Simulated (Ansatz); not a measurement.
Species: ammonia, NH₃, net charge 0, singlet state. 
Coordinates optimised at B3LYP-D3(BJ)/def2-TZVP (Ansatz, an electronic-structure program):
SMILES: N
```xyz
4

N      0.0022    -0.0038     0.1116
H     -0.0020     0.9512    -0.2281
H      0.8095    -0.4644    -0.2929
H     -0.8232    -0.4600    -0.2599
```
Charge 0, spin multiplicity 1.

Basis-set convergence of Hartree-Fock and CCSD(T) correlation energies (hartree) with Ansatz. Correlated levels leave the core frozen unless marked. Spin-orbit coupling is left out. No relativistic terms.

| basis | functions | E(HF) | E(corr, CCSD(T)) |
|---|---|---|---|
| def2-SVP | 29 | -56.14869 | -0.20614 |
| def2-TZVPP | 73 | -56.22097 | -0.25494 |
| def2-QZVPP | 147 | -56.22432 | -0.26984 |

Extrapolating the two largest sets (X = 3 and 4) as X^-3: E(corr) = (64·(-0.26984) - 27·(-0.25494))/37 = -0.2807 Eh, an estimate of the basis-set limit. The largest set recovers 96.1 % of it, the smallest 73.4 %.
